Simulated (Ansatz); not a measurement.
# C₂H₃ClFN: a ladder of functionals and wavefunction methods

How much do the methods differ for C₂H₃ClFN? The plan is to run it at one geometry with functionals of several rungs and with coupled cluster, and see how far each lands from CCSD(T) at the basis-set limit for the atomisation energy.

Computed with Ansatz 0.2.0, Gaussian basis. Level: functionals in def2-TZVPP, the program's frozen cores in correlated methods.

Levels to be run: PBE-D4, r2SCAN-D4, PBE0-D4, B3LYP-D4, ωB97X-V, ωB97M-V, B2PLYP; CCSD(T)/def2-TZVPP; CCSD(T)/def2-QZVPP; extrapolation to the limit.

## 1. The geometry

The geometry comes from an earlier relaxation with PBE0-D4/def2-TZVP; it is a stationary point, not always the lowest conformer.

SMILES `C/N=C(\F)Cl`, 8 atoms, charge 0, spin multiplicity 1.

Atoms are counted from 1 here; the program's logs count them from 0.

Bond lengths: C1–N2 1.443 Å, C1–H6 1.092 Å, C1–H7 1.093 Å, C1–H8 1.092 Å, N2–C3 1.234 Å, C3–F4 1.335 Å, C3–Cl5 1.711 Å. Angles: N2–C1–H6 108.4°, N2–C1–H7 114.4°, N2–C1–H8 108.4°, H6–C1–H7 109.2°, H6–C1–H8 107.0°, H7–C1–H8 109.2°, C1–N2–C3 121.1°, N2–C3–F4 126.1°, N2–C3–Cl5 123.7°, F4–C3–Cl5 110.2°.

## 2. PBE-D4 (GGA)

Input file in.yaml:

```yaml
crystal:
  periodic: [false, false, false]
  atoms:
    - {symbol: C, position_ang: [-0.602711, -0.261566, 0.896068]}
    - {symbol: N, position_ang: [-0.094071, 0.717445, -0.033854]}
    - {symbol: C, position_ang: [0.636520, 0.387383, -0.972338]}
    - {symbol: F, position_ang: [1.043470, -0.852923, -1.253758]}
    - {symbol: Cl, position_ang: [1.276243, 1.490821, -2.112096]}
    - {symbol: H, position_ang: [-1.693423, -0.208146, 0.890007]}
    - {symbol: H, position_ang: [-0.291324, -1.287645, 0.685524]}
    - {symbol: H, position_ang: [-0.274714, 0.014643, 1.900458]}
basis:
  gaussian: {orbitals: def2-TZVPP}
hamiltonian: {xc: pbe, dispersion: d4}
output: {forces: true, orbitals: {seedname: orbitals}}
```

The run is started by

```
$ ansatz run in.yaml --threads 2 --pin off --events-out ev --progress --plain --max-ram 32768MiB --backend cpu
```

The runs that follow: r2SCAN-D4 (meta-GGA); PBE0-D4 (hybrid); B3LYP-D4 (hybrid); ωB97X-V (range-separated); ωB97M-V (range-separated); B2PLYP (double hybrid); CCSD(T) in def2-TZVPP; CCSD(T) in def2-QZVPP.

**Question.** What will the summary of the whole plan be? Wanted: atomisation energy, CCSD(T)/CBS; farthest; mean size of error, hybrid; mean size of error, range-separated; gap, smallest and largest; T1 diagnostic; triples share of the correlation energy.

As calculated:

```
                               quantity                                 value
        atomisation energy, CCSD(T)/CBS                         3027.0 kJ/mol
 functionals within 15.1 kJ/mol (0.5 %)   none; nearest B2PLYP (-16.3 kJ/mol)
                               farthest                PBE-D4 (+162.2 kJ/mol)
             mean size of error, hybrid                           34.5 kJ/mol
    mean size of error, range-separated                           29.4 kJ/mol
              gap, smallest and largest  5.60 eV (PBE-D4), 13.05 eV (ωB97X-V)
                          T1 diagnostic                                0.0120
triples share of the correlation energy                                 4.1 %
```

What this shows: PBE-D4 misses by +162.2 kJ/mol, or 23.2 kJ/mol for each of 7 bonds. Double hybrids carry the basis error of their MP2 part in triple zeta, and no dispersion term here, so their miss is partly the set-up's. Misses under about 15.1 kJ/mol are within the doubt on the reference itself, which lacks core-valence correlation, relativity and higher excitations. Hartree-Fock recovers 67 % of the binding; the rest is correlation. Orbital gaps span 5.6 to 13.1 eV; exact exchange widens them.
